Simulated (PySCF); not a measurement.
C3H3 (charge +1).
Numbering: `[cH:1]1[cH:2][cH+:3]1` (hydrogens: H4 on C1; H5 on C2; H6 on C3)
Bond orders are those of one Lewis drawing.

Computed by this run: PBE0-D3(BJ)/def2-SVP geometry optimisation, gas phase (PySCF); density fitting, grid level 1; the optimiser is geomeTRIC in internal coordinates, started from a GFN2-xTB structure.

Step 0: E = -3143.0338 eV
```
atom  x, y, z in Å  |  force x, y, z in eV/Å
C1     -0.5614   -0.5624   -0.0130    1.371   1.367   0.035
C2     -0.2061    0.7685    0.0087    0.508  -1.874  -0.021
C3      0.7690   -0.2049    0.0068   -1.874   0.504  -0.014
H4     -1.3193   -1.3221   -0.0317   -0.567  -0.567  -0.014
H5     -0.4851    1.8048    0.0189   -0.207   0.775   0.009
H6      1.8061   -0.4819    0.0150    0.769  -0.205   0.006
```

Question: Estimate the geometry and energy of step 1. (The exact step hangs on the optimiser's Hessian estimate; all steps are aligned on step 0, rigid shifts and turns removed.)

Answer: E = -3143.0337 eV, largest force 0.656 eV/Å
```
atom  x, y, z in Å  |  force x, y, z in eV/Å
C1     -0.5312   -0.5803   -0.0128   -0.564   0.327  -0.005
C2     -0.2365    0.7511    0.0079    0.558   0.331   0.012
C3      0.7692   -0.1698    0.0073    0.004  -0.656  -0.007
H4     -1.3396   -1.3220   -0.0319    0.263  -0.115   0.002
H5     -0.4746    1.8221    0.0193   -0.231  -0.170  -0.005
H6      1.8158   -0.4992    0.0149   -0.030   0.284   0.003
```

The energy changes by +0.0001 eV. The first-order estimate −F·Δx gives -0.0852 eV and the mean of the old and new forces, exact on a quadratic surface, -0.0004 eV. The step makes an angle of 70° with the force vector and moves no atom by more than 0.035 Å.

What follows is the cost of the whole optimisation. Hardware: one thread, AMD EPYC 9R45 (x86_64), on a shared host. Cost: 2.3 s wall, 0.29 GiB resident at most.
